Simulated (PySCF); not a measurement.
Compound: C4H9N.
Numbering: `[H]/[N:5]=[C:3](\[CH2:2][CH3:1])[CH3:4]` (hydrogens: H6, H7, H8 on C1; H9, H10 on C2; H11, H12, H13 on C4; H14 on N5)

Jobs on this species (14 atoms, 40 electrons) with PySCF (density fitting). Hardware of each: one thread, x86-64 server, no GPU, shared host. The host was shared with other jobs, so the times are rough.

Task: Rank these jobs by wall time, shortest first.
A. PBE0/pcSseg-1; shieldings, charges and field gradients; 130 basis functions
B. delta-SCF UKS SCAN, pcX-2 on the ionised atom, pcseg-1 elsewhere, spin-free X2C; ΔSCF core ionisation, 5 holes; 146 basis functions
C. wB97X-D/def2-SVPD; 10 singlets by full TDDFT, 4 Tamm–Dancoff triplets, polarisability, ΔSCF ions; 172 basis functions

Result: A (8.0 s), B (25 s), C (48 s).

All jobs:

```
                                                             level and settings                                                                           work  basis functions  SCF cycles  wall time
                                                                  PBE0/pcSseg-1                                        shieldings, charges and field gradients              130          13      8.0 s
                                             PBE0-D3(BJ)/def2-SVP, grid level 1                                    geometry optimisation from an MMFF94s start              115          39       18 s
                                                                    B3LYP/pcJ-1   spin–spin couplings from 14 perturbed nuclei, spin–dipole term for 1 of them              225          12       20 s
delta-SCF UKS SCAN, pcX-2 on the ionised atom, pcseg-1 elsewhere, spin-free X2C                                                  ΔSCF core ionisation, 5 holes              146          87       25 s
                                                                   KT2/pcSseg-2                                                                     shieldings              306          14       41 s
                                                              wB97X-D/def2-SVPD  10 singlets by full TDDFT, 4 Tamm–Dancoff triplets, polarisability, ΔSCF ions              172          12       48 s
```

Task: What do all jobs in the table cost together?

Result: About 2.7 min; the longest takes about 30 % of that, and about 6 times as long as the shortest.
